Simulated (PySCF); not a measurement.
Species: P3H5.
Structure used (PBE0-D3(BJ)/def2-SVP), in Å, numbered top down from 1:
```xyz
8
P3H5 angstrom
P      1.6980   -0.1763   -0.1757
P     -0.0123   -0.5005    1.2455
P     -1.6075   -0.3563   -0.3290
H      1.6268    1.2483   -0.0618
H      2.6824   -0.2633    0.8589
H      0.0700   -1.9250    1.1209
H     -1.7179    1.0646   -0.2016
H     -2.6665   -0.5764    0.6074
```

Computed with PySCF at CAM-B3LYP/def2-SVPD, non-relativistic, on one gas-phase PBE0-D3(BJ)/def2-SVP geometry that isn't relaxed in the solvent. The solvent is an IEF-PCM continuum (cavity from Bondi-type radii × 1.2). Specific hydrogen bonds and non-electrostatic terms are outside this model.

Gas phase at CAM-B3LYP/def2-SVPD: HOMO -7.78 eV, LUMO 0.54 eV, dipole 0.60 D.

Q: What does the continuum do to the energy, the frontier levels and the dipole at CAM-B3LYP/def2-SVPD in chloroform and dichloromethane?

A: 
```json
{"solvent": "chloroform", "ε": "4.711", "E(solvent) − E(gas) (kcal/mol)": "-1.89", "polarisation term (kcal/mol)": "-2.14", "distortion of the solute (kcal/mol)": "0.25", "HOMO (eV)": "-7.70", "LUMO (eV)": "0.69", "dipole (D)": "0.83"}
{"solvent": "dichloromethane", "ε": "8.93", "E(solvent) − E(gas) (kcal/mol)": "-2.32", "polarisation term (kcal/mol)": "-2.70", "distortion of the solute (kcal/mol)": "0.38", "HOMO (eV)": "-7.69", "LUMO (eV)": "0.71", "dipole (D)": "0.89"}
```

The first energy column is the sum of the next two and covers electrostatics alone. From chloroform to dichloromethane the lowering changes by a factor 1.23, Onsager's factor (ε − 1)/(2ε + 1) by 1.18 and ε itself by 1.9.

Q: Give the dipole vector in the frame of the coordinates (D, pointing from negative to positive charge), gas and dichloromethane.

A: Gas (-0.04, 0.25, 0.54), solvent (-0.07, 0.37, 0.81). Its length changes by +49 % and its direction by less than 1°.

Q: How does the static polarisability (CAM-B3LYP/def2-SVPD, frozen core, with the continuum's full static response) change?

A: 
```tsv
medium	isotropic (au)	principal values (au)	⟨r²⟩ of the electrons (bohr²)
gas	84.7	67.1, 80.4, 106.5	574.6
chloroform	115.2	91.3, 111.5, 142.8	574.7
dichloromethane	123.2	98.4, 120.1, 151.3	574.7
```

The isotropic value in dichloromethane is 1.46 times the gas-phase one; no cavity-field correction is applied. ⟨r²⟩ is taken about the centre of nuclear charge.
